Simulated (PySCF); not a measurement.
Compound: 2,3-dihydrofuran, C4H6O.
Z-matrix (Å and degrees, PBE0-D3(BJ)/def2-SVP geometry), rows numbered from 1:
```
C 
C   1  1.3354
O   2  1.3505  1  115.48
C   3  1.4334  2  107.48  1     0.55
C   1  1.5055  2  108.28  3     0.09
H   1  1.0883  2  126.00  3   179.89
H   2  1.0910  1  129.69  3  -179.91
H   4  1.1014  3  107.96  2   120.76
H   4  1.1011  3  107.97  2  -122.76
H   5  1.1036  1  112.34  2   119.25
H   5  1.1033  1  112.48  2  -120.57
```

Probes without a nucleus sit at each ring's centroid and 1 Å off its mean plane on both sides; NICS is minus the shielding there, NICSzz its component along the normal. Level: GIAO B97-2/pcSseg-2 (PySCF, non-relativistic, gas phase) on the PBE0-D3(BJ)/def2-SVP geometry, one conformer.

Ring bond lengths (Å): C1–C2 1.335, C2–O3 1.350, O3–C4 1.433, C4–C5 1.544, C5–C1 1.506.

Problem. Give the NICS values of each ring in ppm.

Solution. 
```tsv
ring	type	NICS(0)	NICS(1), two faces	NICS(1)zz, two faces	rms pucker (Å)	centre to ring atoms, mean (Å)
C1–C2–O3–C4–C5	5-membered ring with O; formal bonds 1 double, 4 single	-3.7	-1.1 / -1.0	-2.7 / -2.6	0.00	1.22
```

Problem. What do they say, and how far can they be read as aromaticity?

Solution. 
- C1–C2–O3–C4–C5: mean NICS(1)zz -2.7 ppm, near zero. C4, C5 have four or more neighbours, and the NICS criterion for π rings isn't applied.

Problem. How do the values depend on the level or the medium?

Solution. 
| level | NICS(0), C1–C2–O3–C4–C5 | mean NICS(1)zz, C1–C2–O3–C4–C5 |
| --- | --- | --- |
| B97-2/pcSseg-2, gas | -3.7 | -2.7 |
| PBE0/pcSseg-1, gas | -4.3 | -3.5 |

The geometry is the same throughout.

The run took 22 s on one thread of an Arm Neoverse V2 (shared host). This is the whole shielding run at B97-2/pcSseg-2, SCF included.
